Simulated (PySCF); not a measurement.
Molecule: SMILES [SiH3][SiH3], H6Si2.

Atom-mapped SMILES (the numbers label the heavy atoms): `[SiH3:1][SiH3:2]`; H(Xn) means a hydrogen on atom n.

Geometry PBE0-D3(BJ)/def2-SVP throughout; GIAO in PySCF, gas phase, one conformer, non-relativistic; equivalent atoms averaged; basis pcSseg-2.

Task: How do the shifts δ (against TMS at the same level) depend on the functional? (ppm; last column core-seconds on shared hosts with different chips, so compare them loosely; the GGAs took longer than the global hybrids here, which isn't the general rule, and the cause wasn't traced)

Result: 
```csv
functional,kind,Si1/Si2,H(Si1)/H(Si2),core-s
HF,Hartree–Fock,-94.8,3.45,5.8
LDA,LDA,-126.7,3.79,11
PBE,GGA,-116.6,3.67,14
BLYP,GGA,-114.6,3.61,14
BP86,GGA,-114.7,3.67,14
OPBE,GGA,-108.5,3.64,15
KT2,GGA,-113.3,3.62,15
KT3,GGA,-106.0,3.51,15
B97-D,GGA,-108.6,3.57,14
B3LYP,global hybrid,-110.3,3.57,11
PBE0,global hybrid,-110.8,3.61,11
mPW1PW91,global hybrid,-109.3,3.60,11
WP04,global hybrid,-92.2,3.14,6.8
B97-2,global hybrid,-106.6,3.55,6.8
BHandHLYP,global hybrid,-104.2,3.49,6.6
CAM-B3LYP,range-separated hybrid,-111.3,3.55,9.2
wB97X-D,range-separated hybrid,-109.9,3.59,9.2
LC-wPBE,range-separated hybrid,-109.7,3.53,13
```

Task: Which nucleus moves most, in ppm?

Result: Si1/Si2 (silicon bonded to Si, 3 H): from -126.7 ppm with LDA to -92.2 ppm with WP04. The smallest spread is 0.64 ppm, at H(Si1)/H(Si2).
